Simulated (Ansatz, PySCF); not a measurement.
Barrier height from HO + H2 to the transition structure H3O, without zero-point energy, on the benchmark's geometries as Psi4's copy of the set gives them.
Transition structure (charge 0, multiplicity 2):
```xyz
4

O     -0.30106    -0.10805    -0.00001
H     -0.42795     0.85157     0.00002
H      1.01549    -0.10037     0.00012
H      1.82097     0.11319    -0.00007
```
Reactant (charge 0, multiplicity 2):
```
atom   x (Å)   y (Å)   z (Å)
----  ------  ------  ------
O     0.0000  0.0000  0.0000
H     0.9689  0.0000  0.0000
```

Open shells are unrestricted; no spin–orbit coupling.

Correlated levels freeze the cores. CBS(a, b) extrapolates the correlation energy as X⁻³ and adds the Hartree–Fock energy of set b.

The values were computed with Ansatz (Gaussian basis) for Hartree–Fock, density functionals and correlated methods; PySCF for the dispersion terms. Each number belongs to the level named beside it.

PBE/def2-TZVPPD gives -25.8 kJ/mol for the barrier height.

### Question
Predict the shift from PBE, with its sign, for: PBE-D3(BJ)/def2-TZVPPD, r2SCAN/def2-TZVPPD, B3LYP/def2-TZVPPD, wB97M-V/def2-TZVPPD, B2PLYP/def2-TZVPPD, MP2/CBS(aug-cc-pVTZ, aug-cc-pVQZ), MP2/CBS(aug-cc-pVTZ, aug-cc-pVQZ) + ΔCCSD(T)/aug-cc-pVTZ.

### Answer
PBE-D3(BJ)/def2-TZVPPD -1.3; r2SCAN/def2-TZVPPD 20.2; B3LYP/def2-TZVPPD 28.9; wB97M-V/def2-TZVPPD 39.6; B2PLYP/def2-TZVPPD 39.1; MP2/CBS(aug-cc-pVTZ, aug-cc-pVQZ) 55.4; MP2/CBS(aug-cc-pVTZ, aug-cc-pVQZ) + ΔCCSD(T)/aug-cc-pVTZ 47.6 kJ/mol. 6 of 7 lie above PBE; the widest gap is to MP2/CBS(aug-cc-pVTZ, aug-cc-pVQZ).

The set's own value is 5.1 kcal/mol (Zhao et al., J. Phys. Chem. A 109, 2012 (2005), HTBH38), an estimate for the real system, whose open-shell reactant is lowered by spin–orbit coupling.

Ansatz is a program for electronic structure.
